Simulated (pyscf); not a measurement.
Structures and frequencies: ωB97X-D3(BJ)/def2-SVP in PySCF.

SMILES: [NH2][SnH]([NH2])[NH2]
```xyz
11

N      1.3208    -0.2074     0.1725
Sn    -0.4241     0.8343     0.1849
N     -0.0441     2.7357    -0.4234
N     -1.5460    -0.2294    -1.1263
H      1.2039    -1.2082     0.3196
H      2.0316     0.1264     0.8198
H     -1.2828     0.9553     1.6623
H      0.7192     2.8268    -1.0907
H      0.1038     3.4078     0.3263
H     -2.4804     0.1483    -1.2708
H     -1.1088    -0.3293    -2.0410
```
Charge 0, spin multiplicity 1.

Task: What is the homolytic dissociation enthalpy (298 K, ωB97M-D3(BJ)/def2-TZVP) of the H–Sn bond of H₂N–SnH(NH₂)–NH₂ (SMILES [NH2][SnH]([NH2])[NH2]), to H₂N–Sn•(NH₂)–NH₂ + H•?

Result: H–Sn to H₂N–Sn•(NH₂)–NH₂ + H•: 69.8 kcal/mol. The 7 functionals that were run give +60.7 (PBE) to +71.5 kcal/mol (ωB97X-D3(BJ)). Other isomers of H₂N–Sn•(NH₂)–NH₂ were not searched in full and may lie lower. Elements past Kr carry the def2 core potentials, without spin-orbit coupling.
